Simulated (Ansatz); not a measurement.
We consider NaCdAsS3 (P2₁/c, No. 14; cell taken from a computed entry), described by PBEsol in Ansatz (plane waves, PAW).

Settings: plane-wave cutoff 520 eV, 8×2×6 k mesh (along the axes of the cell as run), Fermi–Dirac smearing 0.01 eV, scalar-relativistic PAW data made under PBE.

Cell (relaxed with PBEsol):

CdNaAsS3 has the monoclinic space group P2₁/c (No. 14), Pearson symbol mP24. Lattice parameters: a = 5.6235 Å, b = 16.3808 Å, c = 7.9196 Å, α = 90.00°, β = 134.28°, γ = 90.00°. Na on 4e is coordinated by 5 S at 2.837–2.910 Å and 1 S at 3.072 Å. Cd on 4e is coordinated by 4 S at 2.558–2.635 Å and 2 S at 3.021–3.066 Å. As on 4e has 3 S at 2.268–2.302 Å (trigonal pyramidal). S1 on 4e is surrounded by 1 As at 2.268 Å and 1 Cd at 2.558 Å and 2 Na at 2.853–2.868 Å. S2 on 4e is surrounded by 1 As at 2.279 Å and 1 Cd at 2.563 Å and 3 Na at 2.837–2.910 Å. S3 on 4e sees 1 As at 2.302 Å and 2 Cd at 2.631–2.635 Å and 2 Cd at 3.021–3.066 Å and 1 Na at 3.072 Å (octahedral). (Neighbours: up to the widest gap in distance over summed covalent radii, below 1.35, at either atom; cation-cation and far metal-metal contacts left out.)

**Question.** Estimate the band gap, smallest direct gap on the k points sampled and direct gap at Γ that the calculation returns.

**Answer.** 
band gap: 1.78 eV
smallest direct gap on the k points sampled: 1.88 eV
direct gap at Γ: 2.21 eV

Spin–orbit coupling is not included.

Static lattice: no zero-point or thermal effects.

Computing time: about 9 core-minutes (a rough figure).

Ansatz is a first-principles code.
